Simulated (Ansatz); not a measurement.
[H···H···S], triplet: transfer scan

Starting geometry:

```yaml
atoms:
  - { symbol: H, position_ang: [0.0000, 0.0000, -1.0457] }
  - { symbol: H, position_ang: [0.0000, 0.0000, -0.3007] }
  - { symbol: S, position_ang: [0.0000, 0.0000, 1.3463] }
```

From there H2 is moved from one fragment to the other while all else, the fragments' distance too, stays fixed; atoms are numbered as listed. Energies are in kJ/mol, counted from the starting geometry at the same level. Kohn–Sham curves are unrestricted where that lies lower.

Basis cc-pVDZ; Ansatz 0.2.0. Correlated methods freeze the noble-gas cores.

Full CI is exact within this basis and frozen core; it isn't the basis-set limit.

```
distance H1-H2 (Å)  PBE0
             0.693   9.4
             0.745   0.0
             0.783  -1.4
             0.821   0.2
             0.859   4.0
             0.898   9.2
             0.936  15.2
             0.974  22.0
             1.012  29.7
```

Problem. Estimate the full CI curve in cc-pVDZ from this one, knowing how PBE0 errs.

Solution. The computed full CI values, in kJ/mol from the starting point, and the error of PBE0 against them:
| distance H1-H2 (Å) | full CI | PBE0 less full CI |
| --- | --- | --- |
| 0.693 | 5.2 | 4.2 |
| 0.745 | 0.0 | 0.0 |
| 0.783 | 1.6 | -3.1 |
| 0.821 | 6.2 | -6.0 |
| 0.859 | 12.6 | -8.6 |
| 0.898 | 20.0 | -10.9 |
| 0.936 | 27.7 | -12.5 |
| 0.974 | 35.4 | -13.4 |
| 1.012 | 43.5 | -13.8 |

The error spans 18.0 kJ/mol and is largest, -13.8 kJ/mol, at 1.012 Å.

In so small a basis the reference is far from its limit while semilocal and hybrid functionals are nearer theirs, so the functionals' errors here hold much of the reference's basis and frozen-core error, which can add to them or hide them.
